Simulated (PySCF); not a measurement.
Gas-phase reaction: AlH3 + S = AlS + 3 H

Energies from PySCF (xtb for GFN2), thermal terms from the rigid-rotor harmonic-oscillator model, ideal gas at 1 bar. † marks an energy on the PBE0/def2-TZVP geometry and frequencies; other levels use their own. CCSD(T) freezes the core. 6-31G* has spherical d functions here. Open shells (unrestricted): S (multiplicity 3), AlS (multiplicity 2), H (multiplicity 2); the rest are closed-shell singlets. GFN2 has no spin-polarisation term. Spin-orbit splitting is ignored; it lowers the true energy and changes the entropy of S. B3LYP is the form with VWN-RPA correlation. AlH3: computed as isolated molecules; such fragments, hydroxides, amides, oligomers or adducts are transient or little studied in the gas. CCSD(T) isn't extrapolated to the basis-set limit.

```csv
level,"ΔH°(298 K), kJ"
B3LYP/6-31G*,?
B3LYP/def2-TZVP†,460
BLYP/def2-TZVP†,434
CCSD(T)/def2-SVP†,?
CCSD(T)/def2-TZVPP†,?
GFN2-xTB,?
HF/def2-TZVP†,425
PBE/def2-TZVP†,388
PBE0/def2-SVP†,421
```

Question: What belongs in the gaps?

Answer: 
- B3LYP/6-31G*, ΔH°(298 K), kJ: 466
- CCSD(T)/def2-SVP†, ΔH°(298 K), kJ: 462
- CCSD(T)/def2-TZVPP†, ΔH°(298 K), kJ: 463
- GFN2-xTB, ΔH°(298 K), kJ: 718
